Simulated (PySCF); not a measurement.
Potential energy of P2 along the bond

Set-up: basis P 6-31G(d,p); no relativity; PySCF 2.14. Energies in eV from P + P in their ground configurations at the same level. State: triplet, unpaired electrons π ↑↑, a mixture of terms (⟨Lz²⟩ = 2.0), a second solution, started from another occupation.

All columns are PBE0.

```json
{"R (Å)": "1.630", "E (eV)": "2.001", "HOMO (eV)": "-4.60", "LUMO (eV)": "-6.18", "Mayer bond order": "1.65", "⟨S²⟩": "2.01"}
{"R (Å)": "1.706", "E (eV)": "0.332", "HOMO (eV)": "-4.84", "LUMO (eV)": "-5.89", "Mayer bond order": "1.69", "⟨S²⟩": "2.01"}
{"R (Å)": "1.781", "E (eV)": "-0.797", "HOMO (eV)": "-5.07", "LUMO (eV)": "-5.62", "Mayer bond order": "1.72", "⟨S²⟩": "2.01"}
{"R (Å)": "1.838", "E (eV)": "-1.374", "HOMO (eV)": "-5.23", "LUMO (eV)": "-5.44", "Mayer bond order": "1.74", "⟨S²⟩": "2.01"}
{"R (Å)": "1.895", "E (eV)": "-1.770", "HOMO (eV)": "-5.39", "LUMO (eV)": "-5.28", "Mayer bond order": "1.77", "⟨S²⟩": "2.01"}
{"R (Å)": "1.952", "E (eV)": "-2.022", "HOMO (eV)": "-5.54", "LUMO (eV)": "-5.12", "Mayer bond order": "1.79", "⟨S²⟩": "2.01"}
{"R (Å)": "2.028", "E (eV)": "-2.182", "HOMO (eV)": "-5.73", "LUMO (eV)": "-4.94", "Mayer bond order": "1.82", "⟨S²⟩": "2.01"}
{"R (Å)": "2.122", "E (eV)": "-2.178", "HOMO (eV)": "-5.94", "LUMO (eV)": "-4.74", "Mayer bond order": "1.85", "⟨S²⟩": "2.01"}
{"R (Å)": "2.236", "E (eV)": "-1.971", "HOMO (eV)": "-6.17", "LUMO (eV)": "-4.53", "Mayer bond order": "1.88", "⟨S²⟩": "2.01"}
{"R (Å)": "2.388", "E (eV)": "-1.500", "HOMO (eV)": "-6.44", "LUMO (eV)": "-4.30", "Mayer bond order": "1.92", "⟨S²⟩": "2.01"}
```

At some distances an empty level lies below a filled one, because the occupation is held.
